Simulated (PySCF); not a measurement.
## How the method changes the constants of NO

State: ²Π (doublet), unpaired electrons π ↑. Set-up: basis N def2-TZVPPD, O def2-TZVPPD; no relativity; PySCF 2.14. De refers to N + O in their high-spin ground configurations, without counterpoise correction. The functionals are run spin-unrestricted. A positive dipole means N(−)O(+). Levels whose curve was spin-contaminated or gave no clean fit are not listed.

```
   Level  Re (Å)  ωe (cm⁻¹)  De (eV)  μ (D)  CPU s a point (SCF and correlation, without the integrals)
UHF-CCSD   1.146       1984     5.87    n/a                                                         n/a
     LDA   1.147       1952     8.60   0.25                                                        0.48
     PBE   1.158       1890     7.45   0.21                                                        0.81
  revPBE   1.161       1872     7.06   0.19                                                         0.6
    PW91   1.157       1891     7.43   0.20                                                        0.59
  r²SCAN   1.148       1957     6.59   0.16                                                         2.8
    PBE0   1.140       2029     6.64   0.14                                                         2.8
  M06-2X   1.136       2074     6.59   0.13                                                         1.5
 ωB97M-V   1.142       2024     6.70   0.14                                                         6.6
```

**Question.** What does a quarter of exact exchange do here, going from PBE to PBE0?

**Answer.** PBE0 less PBE: -1.8 pm in Re, +7.4 % in ωe, -0.81 eV in De. Exact exchange removes part of the self-interaction that spreads semilocal densities, and in most molecules shortens and stiffens the bond and lowers De; so it does here.

**Question.** What does the step from GGA to meta-GGA do here, going from PBE to r²SCAN?

**Answer.** r²SCAN less PBE: -1.0 pm in Re, +3.5 % in ωe, -0.86 eV in De. 

Correlated steps freeze 2 core orbitals. The state is the lowest determinant that a PBE0 search found; another state may lie lower at other levels.

The whole job (state search and all levels along the bond) took about 7.3 min on 1 thread of Intel Xeon Platinum 8375C @ 2.90GHz (shared host), peak memory 2.2 GiB.
